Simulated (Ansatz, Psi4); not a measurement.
**How methods differ on SiO2 (silicon dioxide molecule)**

The species is SiO2 (3 atoms), meant as a singlet with charge 0. As SMILES, `O=[Si]=O`. The shape is that of a PBE0-D4/def2-TZVP optimisation.

```csv
atom,x (Å),y (Å),z (Å)
O,0.6977,1.2296,0.5188
Si,0.0000,0.0000,0.0000
O,-0.6977,-1.2296,-0.5188
```

Quantity: the vertical ionisation energy (to the doublet cation), in eV. The values are calculated.

```csv
level,kind,program,value (eV),CPU time (all runs)
revPBE/cc-pVTZ,GGA,Psi4,12.13,44 s
TPSSh/cc-pVTZ,hybrid meta-GGA,Psi4,12.26,96 s
wB97X-V/cc-pVTZ,range-separated hybrid,Psi4,12.65,2.3 min
wB97X/cc-pVTZ,range-separated hybrid,Ansatz,12.67,2.8 min
RPA@PBE0/cc-pVTZ,RPA,Ansatz,12.48,78 s
MP3/cc-pVTZ,perturbation theory,Psi4,12.94,68 s
OMP2/cc-pVTZ (density fitting for correlation),perturbation theory,Psi4,12.46,2 min
CCSD(T)/cc-pVTZ,coupled cluster or CI,Psi4,12.55,4.8 min
FCI/STO-3G,exact in the basis,Ansatz,6.15,3 s
```

The values span 6.15 to 12.94 eV. Spin contamination of the reference (⟨S²⟩ at least 0.1 too high) touches MP3/cc-pVTZ, OMP2/cc-pVTZ, CCSD(T)/cc-pVTZ. The coupled-cluster rows rest on a doubtful reference here (large T1 or Brueckner and Hartree–Fock orbitals at odds), and rows may lie in different states. High-level rows in very small sets aren't better than simpler rows in larger ones. Times are those of the runs behind each value, whatever else they computed, on shared processors of several kinds: orders of magnitude only.
